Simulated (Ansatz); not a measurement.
Geometry optimisation, UKS PBE-D4/6-31G in Ansatz 0.2.0.

input.yaml

```yaml
crystal:
  periodic: [false, false, false]
  atoms:
    - { symbol: C, position_ang: [-1.2629, -0.2501, 0.6588] }
    - { symbol: C, position_ang: [0.111, -0.1612, 0.1743] }
    - { symbol: C, position_ang: [1.0818, -0.7256, 1.1319] }
    - { symbol: C, position_ang: [0.5842, 0.3389, -1.0149] }
    - { symbol: "N", position_ang: [-0.2468, 0.874, -2.0252] }
    - { symbol: H, position_ang: [-1.5951, -1.2195, 0.8861] }
    - { symbol: H, position_ang: [-1.403, 0.4067, 1.5527] }
    - { symbol: H, position_ang: [-1.9852, 0.1782, -0.1036] }
    - { symbol: H, position_ang: [1.0864, -0.1572, 2.1324] }
    - { symbol: H, position_ang: [-0.32443, 0.12994, -0.7816] }
    - { symbol: H, position_ang: [2.1299, -0.6743, 0.786] }
    - { symbol: H, position_ang: [1.5854, 0.311, -1.2646] }
    - { symbol: H, position_ang: [0.1969, 1.6071, -2.5723] }
    - { symbol: H, position_ang: [-1.187, 1.2205, -1.6865] }
magnetization:
  spin_polarized: true
basis:
  gaussian: { orbitals: "6-31G" }
hamiltonian:
  xc: pbe
  dispersion: d4
relax:
  f_tol: 0.02
  max_steps: 50
```

Launched with:

```bash
$ ansatz run input.yaml --threads 1 --pin off --max-ram 2048MiB --backend cpu --events-out ev --progress --plain --runs-dir out
```

Q: Where does it end, and by what steps?

A: The forces met the threshold. Limits of this set-up: no polarisation functions. After 19 steps the energy has fallen by 9.632 eV; H10 moved furthest, 1.47 Å. The start is strongly strained (largest force component 9 eV/Å), so its close contacts needn't be bonds. Parted: C2–H10.

```json
{"step": "0", "energy less start (eV)": "0.0000", "largest force component (eV/Å)": "9.278", "accepted": "yes"}
{"step": "1", "energy less start (eV)": "-2.0973", "largest force component (eV/Å)": "4.314", "accepted": "yes"}
{"step": "2", "energy less start (eV)": "-3.5459", "largest force component (eV/Å)": "3.994", "accepted": "yes"}
{"step": "3", "energy less start (eV)": "-4.6389", "largest force component (eV/Å)": "3.201", "accepted": "yes"}
{"step": "4", "energy less start (eV)": "-5.7155", "largest force component (eV/Å)": "3.189", "accepted": "yes"}
{"step": "5", "energy less start (eV)": "-6.9439", "largest force component (eV/Å)": "2.885", "accepted": "yes"}
{"step": "6", "energy less start (eV)": "-8.1231", "largest force component (eV/Å)": "2.170", "accepted": "yes"}
{"step": "7", "energy less start (eV)": "-8.8264", "largest force component (eV/Å)": "1.428", "accepted": "yes"}
{"step": "8", "energy less start (eV)": "-9.2072", "largest force component (eV/Å)": "0.924", "accepted": "yes"}
{"step": "9", "energy less start (eV)": "-9.3912", "largest force component (eV/Å)": "0.524", "accepted": "yes"}
{"step": "10", "energy less start (eV)": "-9.4843", "largest force component (eV/Å)": "1.426", "accepted": "yes"}
{"step": "11", "energy less start (eV)": "-9.5331", "largest force component (eV/Å)": "0.979", "accepted": "yes"}
{"step": "12", "energy less start (eV)": "-9.5767", "largest force component (eV/Å)": "1.184", "accepted": "yes"}
{"step": "13", "energy less start (eV)": "-9.6024", "largest force component (eV/Å)": "0.590", "accepted": "yes"}
{"step": "14", "energy less start (eV)": "-9.6229", "largest force component (eV/Å)": "0.226", "accepted": "yes"}
{"step": "15", "energy less start (eV)": "-9.6256", "largest force component (eV/Å)": "0.209", "accepted": "yes"}
{"step": "16", "energy less start (eV)": "-9.6306", "largest force component (eV/Å)": "0.142", "accepted": "yes"}
{"step": "17", "energy less start (eV)": "-9.6310", "largest force component (eV/Å)": "0.189", "accepted": "yes"}
{"step": "18", "energy less start (eV)": "-9.6318", "largest force component (eV/Å)": "0.024", "accepted": "yes"}
{"step": "19", "energy less start (eV)": "-9.6318", "largest force component (eV/Å)": "0.011", "accepted": "yes"}
```

```xyz
14
Properties=species:S:1:pos:R:3
C -1.299 -0.070 0.758
C 0.138 -0.113 0.292
C 1.184 -0.106 1.147
C 0.354 -0.145 -1.220
N -0.160 1.022 -1.956
H -1.844 -0.982 0.446
H -1.374 0.016 1.854
H -1.833 0.789 0.309
H 1.047 -0.071 2.233
H -0.137 -1.042 -1.647
H 2.217 -0.141 0.785
H 1.434 -0.245 -1.431
H 0.217 1.914 -1.632
H -1.174 1.052 -2.064
```

Whether the end is a true minimum wasn't checked by a vibrational analysis.

Run time: 2.9 min on 1 thread of Arm Neoverse N1, on a shared host, peak memory 0.17 GiB.
